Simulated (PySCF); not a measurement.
Peak assignment

Cartesian coordinates in Å; atom numbers follow the order of the lines, from 1:
```xyz
7

N     2.3759   -0.4548    0.1933
C     1.3022   -0.0349    0.0827
C    -0.0319    0.4926   -0.0802
C    -1.2037   -0.3626    0.0073
N    -1.0325    0.2945    1.0528
H    -0.0775    1.4507   -0.6123
H    -1.8697   -1.1094   -0.4299
```

All values are calculated (PySCF 2.14.0 with density-fitted response routines): PBE0-D3(BJ)/def2-SVP geometry, shielding tensors at PBE0/pcSseg-1 (GIAO), couplings computed with B3LYP/pcJ-1. Isolated molecule, relativity neglected, one computed conformer.

Shifts are taken against calculated references (same method and geometry level): 13C (σref 184.41) and 1H (σref 31.27) vs TMS.

**Question.** Assign these signals to the numbered atoms. 13C{1H} NMR (computed): δ 166.1, 125.3, 11.8.

**Answer.** 
| δ (ppm) | atoms | environment | reason |
| --- | --- | --- | --- |
| 166.1 | C4 | C=N carbon | – |
| 125.3 | C2 | nitrile carbon | this is the usual window of a C≡N carbon, which has no attached hydrogen |
| 11.8 | C3 | three-membered-ring carbon | – |

**Question.** Assign these signals to the numbered atoms. 1H NMR (300 MHz, computed): δ 9.80 (d, J = 2.6 Hz, 1H), 1.89 (d, J = 2.6 Hz, 1H).

**Answer.** 
```tsv
δ (ppm)	atoms	environment	reason
9.80	H7	hydrogen on a C=N carbon	–
1.89	H6	hydrogen on a three-membered-ring carbon	–
```

Splittings below 1 Hz are ignored in the labels, and close J values are merged. Unscaled 3J(H,H) at this level run about 10 % above measured values. Shifts are as computed. Against solution values, carbons near 30 ppm lie about +2 ppm off and those near 130 ppm about +5 ppm. Of 1211 compounds with measured shifts, 218 miss one by over three times the rms of a fit or turn the order of signals round; such compounds aren't used in these exercises.
